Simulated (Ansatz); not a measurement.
# One shape, several levels: [SiH3]− (SMILES [SiH3-])

Aim: a comparison of 6 runs (HF/3-21G, BLYP/3-21G, CAM-B3LYP/6-31G, PBE/6-31G, wB97X/3-21G, CCSDT(Q)/6-31G) of [SiH3]−. 

Program for the calculation: Ansatz 0.2.0.

2 further runs of the same task are left out: 2 set aside as unsound or not needed.

## (1) The molecule

[SiH3]− has 4 atoms, charge -1, and is taken as a singlet. SMILES: `[SiH3-]`. The H2–Si1 distance was set to 3.091 Å, away from the relaxed value. At this shape a bond of the SMILES string is far longer than usual.

Bond lengths: Si1–H3 1.546 Å, Si1–H4 1.546 Å. Angles: H3–Si1–H4 94.1°.

## (2) A single-point energy at HF/3-21G (run 1)

Input file run.yaml:

```yaml
crystal:
  periodic: [false, false, false]
  atoms:
    - symbol: Si
      position_ang: [0.652797, -0.723684, -1.687668]
    - symbol: H
      position_ang: [0.426600, 0.622300, 1.085900]
    - symbol: H
      position_ang: [-0.185403, -1.956684, -1.279968]
    - symbol: H
      position_ang: [-0.554703, 0.039216, -2.278568]
basis:
  gaussian:
    orbitals: 3-21G.json
total_charge: -1
hamiltonian:
  xc: hf
accuracy: high
```

The basis set 3-21G is read from a file made from the Basis Set Exchange's data (not shown).

The run is started by

```
ansatz run run.yaml --threads 1 --pin off --max-ram 2610MiB --events-out events.jsonl --progress --plain --runs-dir runs
```

The program printed:

```text
Warning: RAYON_NUM_THREADS=1 ignored (pool sized by the plan → 1); use --threads N
Functional definition: HF
  name "HF"
  exchange = exact_x
  correlation = 0
373 factors; integrals over basis functions are off by at most 3.1e-9 eV
mean field evaluation 1: about -7862.0602 eV, gradient 1.3e1 eV
mean field evaluation 2: about -7862.0598 eV, gradient 1.3e1 eV
mean field evaluation 4: about -7863.3406 eV, gradient 9.8e-1 eV
mean field evaluation 8: about -7863.3546 eV, gradient 4.9e-4 eV
mean field -7863.35456928 eV, -288.9729504479 hartree, gradient 2.2e-8 eV, S^2 0.000000; 0 other end points of the search recorded, 0 dependent functions left out
reference -7863.35456928 eV, -288.9729504479 hartree; 9, 9 occupied and 10, 10 virtual orbitals, 373 factors
Total energy: -7863.35456928 eV, -288.9729504479 hartree
```

Wall time 0.1 s (1 thread of Intel Xeon Platinum 8488C (Sapphire Rapids), shared host).

## (3) A single-point energy at BLYP/3-21G (run 2)

Input file molecule.yaml:

```yaml
crystal:
  periodic: [false, false, false]
  atoms:
    - symbol: Si
      position_ang: [0.652797, -0.723684, -1.687668]
    - symbol: H
      position_ang: [0.426600, 0.622300, 1.085900]
    - symbol: H
      position_ang: [-0.185403, -1.956684, -1.279968]
    - symbol: H
      position_ang: [-0.554703, 0.039216, -2.278568]
basis:
  gaussian: {orbitals: 3-21G.json}
total_charge: -1
hamiltonian: {xc: {name: BLYP}}
accuracy: high
```

The basis set 3-21G is read from a file made from the Basis Set Exchange's data (not shown).

The run is started by

```
ansatz run molecule.yaml --threads 1 --pin off --max-ram 2610MiB --events-out events.jsonl --progress --plain --runs-dir runs
```

The program printed:

```text
Warning: RAYON_NUM_THREADS=1 ignored (pool sized by the plan → 1); use --threads N
Functional definition: BLYP
  name "BLYP"
  parameter beta = 0.0042
  parameter a = 0.04918
  parameter b = 0.132
  parameter c = 0.2533
  parameter d = 0.349
  exchange = b88_x(beta = beta)
  correlation = lyp_c(a = a, b = b, c = c, d = d)
373 factors; integrals over basis functions are off by at most 3.1e-9 eV
mean field evaluation 1: about -7877.9603 eV, gradient 1.8e1 eV
mean field evaluation 2: about -7863.7800 eV, gradient 3.5e1 eV
mean field evaluation 4: about -7880.1365 eV, gradient 7.9e0 eV
mean field evaluation 8: about -7880.7204 eV, gradient 1.0e0 eV
mean field evaluation 16: about -7880.7191 eV, gradient 5.0e-5 eV
mean field -7880.71909234 eV, -289.6110849001 hartree, gradient 9.8e-8 eV, S^2 0.000000; 0 other end points of the search recorded, 0 dependent functions left out
reference -7880.71913504 eV, -289.6110864693 hartree; 9, 9 occupied and 10, 10 virtual orbitals, 373 factors
Total energy: -7880.71913504 eV, -289.6110864693 hartree
```

It took 0.46 s on 1 thread of Intel Xeon Platinum 8488C (Sapphire Rapids), shared host.

Runs 3 to 4 aren't shown in full; the table further down has their settings and results.

## (4) The energy at wB97X/3-21G (run 5)

Input file input.yaml:

```yaml
crystal:
  periodic: [false, false, false]
  atoms:
    - symbol: Si
      position_ang: [0.652797, -0.723684, -1.687668]
    - symbol: H
      position_ang: [0.426600, 0.622300, 1.085900]
    - symbol: H
      position_ang: [-0.185403, -1.956684, -1.279968]
    - symbol: H
      position_ang: [-0.554703, 0.039216, -2.278568]
basis:
  gaussian:
    orbitals: 3-21G.json
total_charge: -1
magnetization:
  spin_polarized: false
  initial_magnetization: 0
hamiltonian:
  xc: {name: wB97X}
accuracy: high
```

The basis set 3-21G is read from a file made from the Basis Set Exchange's data (not shown).

The run is started by

```
ansatz run input.yaml --threads 1 --pin off --max-ram 2610MiB --events-out events.jsonl --progress --plain --runs-dir runs
```

The program printed, cut to the lines that bear on the results:

```text
Warning: RAYON_NUM_THREADS=1 ignored (pool sized by the plan → 1); use --threads N
Functional definition: wB97X
  name "wB97X"
[...]
      + exact_x_lr(omega)
[...]
      + integral(e_c_pw_opposite_spin*poly(b97_u_opposite, 1, cos1, cos2, cos3, cos4))
373 factors; integrals over basis functions are off by at most 3.1e-9 eV
162 factors; integrals over basis functions are off by at most 1.6e-9 eV
[...]
mean field -7880.28267617 eV, -289.5950469018 hartree, gradient 2.5e-8 eV, S^2 0.000000; 0 other end points of the search recorded, 0 dependent functions left out
reference -7880.28267412 eV, -289.5950468265 hartree; 9, 9 occupied and 10, 10 virtual orbitals, 373 factors
Total energy: -7880.28267412 eV, -289.5950468265 hartree
```

Run time: 1.9 s. Hardware: 1 thread of Intel Xeon Platinum 8488C (Sapphire Rapids), shared host; peak memory 0.2 GiB.

## (5) A single-point energy at CCSDT(Q)/6-31G (run 6)

Input file molecule.yaml:

```yaml
crystal:
  periodic: [false, false, false]
  atoms:
    - {symbol: Si, position_ang: [0.652797, -0.723684, -1.687668]}
    - {symbol: H, position_ang: [0.426600, 0.622300, 1.085900]}
    - {symbol: H, position_ang: [-0.185403, -1.956684, -1.279968]}
    - {symbol: H, position_ang: [-0.554703, 0.039216, -2.278568]}
basis:
  gaussian:
    orbitals: 6-31G
total_charge: -1
correlation:
  method: ccsdt_q
  frozen_orbitals: {H: 0, Si: 5}
accuracy: high
scf:
  omitted_lower_state_checks: [cluster_reference, increment]
```

The run is started by

```
ansatz run molecule.yaml --threads 1 --pin off --max-ram 2610MiB --events-out events.jsonl --progress --plain --runs-dir runs
```

The program printed:

```text
Warning: RAYON_NUM_THREADS=1 ignored (pool sized by the plan → 1); use --threads N
[... 11 lines left out ...]
5 core orbitals not correlated: weight in the atoms' cores, before any rotation towards them, 1.000 or more for the frozen orbitals, at most 0.000 for the correlated occupied ones
[... 32 lines left out ...]
Total energy: -7906.97082246 eV, -290.5758181882 hartree
Checks for a lower state left out: cluster_reference, increment
```

Run time: 0.34 s. Hardware: 1 thread of Intel Xeon Platinum 8488C (Sapphire Rapids), shared host.

## (6) All runs side by side

| run | level | frozen core orbitals | energy (Eh) | wall time |
| --- | --- | --- | --- | --- |
| 1 | HF/3-21G | – | -288.972950 | 0.1 s |
| 2 | BLYP/3-21G | – | -289.611086 | 0.46 s |
| 3 | CAM-B3LYP/6-31G | – | -291.122314 | 0.7 s |
| 4 | PBE/6-31G | – | -290.978609 | 0.61 s |
| 5 | wB97X/3-21G | – | -289.595047 | 1.9 s |
| 6 | CCSDT(Q)/6-31G | 5 | -290.575818 | 0.34 s |

## (7) Summary of results

```
                                          quantity          value
                               run 6: total energy  -290.57582 Eh
run 6: correlation energy (5 core orbitals frozen)     -105.1 mEh
                              run 6: T1 diagnostic          0.069
```

Totals of different functionals can't be ranked against each other. In run 6 the log says that unrestricted orbitals would lower the reference, so the values rest on an unstable closed-shell determinant (other closed-shell runs at this shape may share the fault). All runs together took 4.1 s, the longest 1.9 s.
